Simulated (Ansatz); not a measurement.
CHF2, SMILES F[CH]F, a relaxed scan of one distance

Program: Ansatz's Python interface.

Typed at the interpreter:
```pycon
>>> import ansatz as az
>>> import numpy as np
>>> GEOMETRY = """
... F    -1.21764    0.26290   -0.13551
... C     0.04447    0.06835    0.22048
... F     0.43224   -1.17588   -0.02279
... H     0.74094    0.84463   -0.06218
... """
>>> geometry = az.Crystal.molecule()
>>> for line in GEOMETRY.strip().splitlines():
...     symbol, *xyz = line.split()
...     geometry = geometry.atom(symbol, [float(v) for v in xyz])
...
>>> model = geometry.calculation()
>>> model = model.basis(gaussian="def2-SVP")
>>> model = model.functional("hf")
>>> model = model.spin("collinear", total=1)
>>> symbols = [site.symbol for site in geometry.cartesian_sites]
>>> pairs = [(0, 1), (1, 2), (1, 3)]
>>> print("held (A)   E (eV)        ", "  ".join(f"{symbols[i]}{i}-{symbols[j]}{j}" for i, j in pairs))
held (A)   E (eV)         F0-C1  C1-F2  C1-H3
>>> for length in [1.22, 1.33, 1.43, 1.59, 1.79]:
...     report = model.relax(constraints=[az.DistanceConstraint((0, 1), at=length)], force_tolerance=0.02, max_steps=60).run().report
...     xyz = np.array(report["positions_ang"])
...     print(f"{length:6.2f} {report['free_energy_ev']:14.5f}  ", "  ".join(f"{np.linalg.norm(xyz[i] - xyz[j]):.3f}" for i, j in pairs))
...
DeckWarning: relax.constraints: the input's atoms, or those drawn, lie off the distances that are held; a relaxation that starts there is brought onto them ahead of its first SCF, by positions alone, an atom by 5.29e-2 Å at the most. With the symmetry detection on, the symmetry is detected on the input's atoms as so brought (as typed, where only the drawn atoms reach the distances), and notices that speak of the structure as typed mean those atoms
  1.22    -6450.97442   1.220  1.318  1.087
  1.33    -6451.17382   1.330  1.302  1.084
  1.43    -6450.89553   1.430  1.290  1.083
  1.59    -6450.05809   1.590  1.274  1.082
  1.79    -6448.84430   1.790  1.256  1.083
```

Notes:
- Total energies depend on the basis set; only differences at equal settings carry meaning.
- Warnings are shown shortened and without file and line.
- The energies are electronic: no zero-point or thermal terms, and the basis set is short of its limit.
- The species is open-shell (spin multiplicity 2).
- Wall time of the script: 29 s on 1 thread of Arm Neoverse N1 (shared host), peak memory 0.17 GiB.
